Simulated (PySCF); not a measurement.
Molecule: SMILES C(=C)N=C=O, C₃H₃NO.

Atoms are numbered as in `[CH2:1]=[CH:2][N:3]=[C:4]=[O:5]`; H(Xn) means a hydrogen on atom n. Ha(C1) is cis to N3; Hb(C1) is trans to N3.

Spin–spin couplings on one PBE0-D3(BJ)/def2-SVP geometry, PySCF, gas phase, non-relativistic, equivalent pairs averaged; isotopes 1H; functional B3LYP.

Reference values (Hz): 3J(H(C2),Hb(C1)) = 7.6 (measured; solution (compiled); Pretsch, Buehlmann, Badertscher, Structure Determination of Organic Compounds, 4th ed., Springer 2009); 3J(H(C2),Ha(C1)) = 15.2 (measured; solution (compiled); Pretsch, Buehlmann, Badertscher, Structure Determination of Organic Compounds, 4th ed., Springer 2009); 2J(Hb(C1),Ha(C1)) = -0.1 (measured; solution (compiled); Pretsch, Buehlmann, Badertscher, Structure Determination of Organic Compounds, 4th ed., Springer 2009).

Question: How do the couplings (Hz) change with the basis set? Times are CPU seconds on 1 thread of an Arm Neoverse V2, shared host. Far from the basis limit: 6-31G-J, pcJ-0, 6-31G*, def2-TZVP, cc-pVTZ.

Answer: 
```
    basis set  functions  3J(H(C2),Hb(C1))  3J(H(C2),Ha(C1))  2J(Hb(C1),Ha(C1))  mean abs. error  core-s
      6-31G-J         72              10.2              16.5               -2.8              2.2     4.6
        pcJ-0         74               8.6              15.5               -0.9              0.7     4.4
       6-31G*         76               7.9              13.9               -2.1              1.2       5
    def2-TZVP        173               7.1              13.7                1.3              1.1      14
      cc-pVTZ        192               7.1              13.5                1.1              1.1      16
aug-cc-pVTZ-J        290               9.5              17.1                0.9              1.5      29
        pcJ-2        327               9.4              17.1                1.0              1.5      37
```

Errors compare magnitudes, without vibrational corrections, and the largest couplings weigh most in the mean. Closest: pcJ-0; furthest: 6-31G-J.

The Fermi-contact term samples the wavefunction at the nucleus, which is why sets with added tight s functions (names with J) are made for couplings. Agreement of an ordinary basis with the reference is then largely a cancellation of errors.
